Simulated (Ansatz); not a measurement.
## Loss of HF: C3H6F → C3H5 + HF

Species: C3H6F `C[CH]CF`, doublet; C3H5 `[CH2]C=C`, doublet; HF (hydrogen fluoride), singlet. This is a balance of energies; it says nothing on the path, which may need atoms to shift.

Shapes, held fixed at every level: PBE0-D4/def2-TZVP. Flexible molecules stand in one conformer, not always the lowest. Programs: Ansatz 0.2.0. The zero-point and thermal change to 298 K, harmonic and unscaled (PBE0-D4/def2-TZVP), is -11.7 kJ/mol.

(1) Estimate ΔH(298 K) of this reaction.

Results:

(1) B2PLYP/def2-TZVPP gives ΔH(298 K) = -5.8 kJ/mol; the levels span -5.8 to +35.1. They disagree on the sign: 5 of 7 are positive. The median of the levels is +5.5. No measured value is set beside it here. Spin contamination: C3H5 (⟨S²⟩ up to 0.95). Open shells run unrestricted. Times are processor times on shared x86 and Arm servers, and rough.

```
               level                    kind  ΔH(298 K) (kJ/mol)  CPU time (sum over the molecules)
    SPW92/def2-TZVPP                     LDA               +35.1                              5.4 s
   PBE-D4/def2-TZVPP                     GGA                +5.5                               10 s
r2SCAN-D4/def2-TZVPP                meta-GGA                +5.9                               19 s
 B3LYP-D4/def2-TZVPP           global hybrid                -5.3                               14 s
 BHLYP-D4/def2-TZVPP           global hybrid                +2.3                               13 s
  wB97X-V/def2-TZVPP  range-separated hybrid               +16.3                               29 s
   B2PLYP/def2-TZVPP           double hybrid                -5.8                               17 s
```
